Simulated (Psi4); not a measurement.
C$_{6}$H$_{5}$ (SMILES [c]1ccccc1), doublet, geometry from GFN2-xTB; MP2/3-21G (Psi4).

Here is a job for Psi4.
```
memory 2 GB

molecule {
0 2
  C     0.00657844    1.39392329    0.00206971
  C     1.21285736    0.75889559    0.00993894
  C     1.20046399   -0.63514077    0.00782669
  C    -0.00619493   -1.31265934   -0.00194905
  C    -1.20640519   -0.62375584   -0.00969592
  C    -1.20564035    0.77033552   -0.00766832
  H     2.14773318    1.29894833    0.01753479
  H     2.13549697   -1.17724242    0.01385411
  H    -0.01129590   -2.39351715   -0.00355392
  H    -2.14651307   -1.15698773   -0.01732000
  H    -2.13537713    1.31920822   -0.01364732
}

set basis 3-21g
set reference uhf

energy('mp2')
print_variables()
```

It wrote (shortened):

```
    SCF Algorithm Type (re)set to DF.

   => Loading Basis Set <=

    Name: 3-21G
    Role: ORBITAL
    Keyword: BASIS

         ---------------------------------------------------------
                                   SCF
               by Justin Turney, Rob Parrish, Andy Simmonett
                          and Daniel G. A. Smith
                              UHF Reference
         ---------------------------------------------------------

  ==> Geometry <==

    Molecular point group: c1
    Full point group: C1

    Geometry (in Angstrom), charge = 0, multiplicity = 2:

       Center              X                  Y                   Z               Mass
    ------------   -----------------  -----------------  -----------------  -----------------
         C            0.006450219640     1.366754198580     0.002029370116    12.000000000000
         C            1.212729139640     0.731726498580     0.009898600116    12.000000000000
         C            1.200335769640    -0.662309861420     0.007786350116    12.000000000000
         C           -0.006323150360    -1.339828431420    -0.001989389884    12.000000000000
         C           -1.206533410360    -0.650924931420    -0.009736259884    12.000000000000
         C           -1.205768570360     0.743166428580    -0.007708659884    12.000000000000
         H            2.147604959640     1.271779238580     0.017494450116     1.007825032230
         H            2.135368749640    -1.204411511420     0.013813770116     1.007825032230
         H           -0.011424120360    -2.420686241420    -0.003594259884     1.007825032230
         H           -2.146641290360    -1.184156821420    -0.017360339884     1.007825032230
         H           -2.135505350360     1.292039128580    -0.013687659884     1.007825032230

  Running in c1 symmetry.

  Rotational constants: A =      0.21217  B =      0.19082  C =      0.10047 [cm^-1]
  Rotational constants: A =   6360.80707  B =   5720.62008  C =   3011.87601 [MHz]
  Nuclear repulsion =  195.935590045025322

  Charge       = 0
  Multiplicity = 2
  Electrons    = 41
  Nalpha       = 21
  Nbeta        = 20

  ==> Algorithm <==

  SCF Algorithm Type is DF.
  DIIS enabled.
  MOM disabled.
  Fractional occupation disabled.
  Guess Type is SAD.
  Energy threshold   = 1.00e-08
  Density threshold  = 1.00e-08
  Integral threshold = 1.00e-12

  ==> Primary Basis <==

  Basis Set: 3-21G
    Blend: 3-21G
    Number of shells: 40
    Number of basis functions: 64
[...]
   @DF-UHF iter  89:  -228.76709511511035    5.52209e-05   9.76061e-05 DIIS
   @DF-UHF iter  90:  -228.76771781389846   -6.22699e-04   1.12107e-04 DIIS/ADIIS
   @DF-UHF iter  91:  -228.77184151629012   -4.12370e-03   1.93518e-04 DIIS/ADIIS
   @DF-UHF iter  92:  -228.77948145766223   -7.63994e-03   3.40647e-04 DIIS/ADIIS
   @DF-UHF iter  93:  -228.76602753642595    1.34539e-02   1.05527e-04 DIIS/ADIIS
   @DF-UHF iter  94:  -228.76602058986992    6.94656e-06   1.05946e-04 DIIS/ADIIS
   @DF-UHF iter  95:  -228.76602068038420   -9.05143e-08   1.05824e-04 DIIS/ADIIS
   @DF-UHF iter  96:  -228.76544887659429    5.71804e-04   1.19521e-04 DIIS/ADIIS
   @DF-UHF iter  97:  -228.76699109732837   -1.54222e-03   9.71949e-05 DIIS
   @DF-UHF iter  98:  -228.76685837477979    1.32723e-04   9.70584e-05 DIIS
   @DF-UHF iter  99:  -228.76683855884053    1.98159e-05   9.69953e-05 DIIS
   @DF-UHF iter 100:  -228.76648847771406    3.50081e-04   9.95847e-05 DIIS

PsiException: Could not converge SCF iterations in 100 iterations.

  Failed to converge.

Traceback (most recent call last):
  File "psi4", line 375, in <module>
  File "<string>", line 32, in <module>
  File "site-packages/psi4/driver/driver.py", line 533, in energy
  File "site-packages/psi4/driver/procrouting/proc.py", line 167, in select_mp2
  File "site-packages/psi4/driver/procrouting/proc.py", line 4366, in run_dfmp2
  File "site-packages/psi4/driver/procrouting/proc.py", line 2047, in scf_helper
  File "site-packages/psi4/driver/procrouting/scf_proc/scf_iterator.py", line 93, in scf_compute_energy
  File "site-packages/psi4/driver/procrouting/scf_proc/scf_iterator.py", line 86, in scf_compute_energy
  File "site-packages/psi4/driver/procrouting/scf_proc/scf_iterator.py", line 609, in scf_iterate

psi4.driver.p4util.exceptions.SCFConvergenceError: Could not converge SCF iterations in 100 iterations.

Printing out the relevant lines from the Psithon --> Python processed input file:
      H    -2.13537713    1.31920822   -0.01364732
    """)
    core.IO.set_default_namespace("")
    core.set_global_option("BASIS", "3-21g")
    core.set_global_option("REFERENCE", "uhf")
--> energy('mp2')
    print_variables()

!-------------------------------------------------------!
!                                                       !
!  Could not converge SCF iterations in 100 iterations. !
!                                                       !
!-------------------------------------------------------!
```

Convergence was not reached.
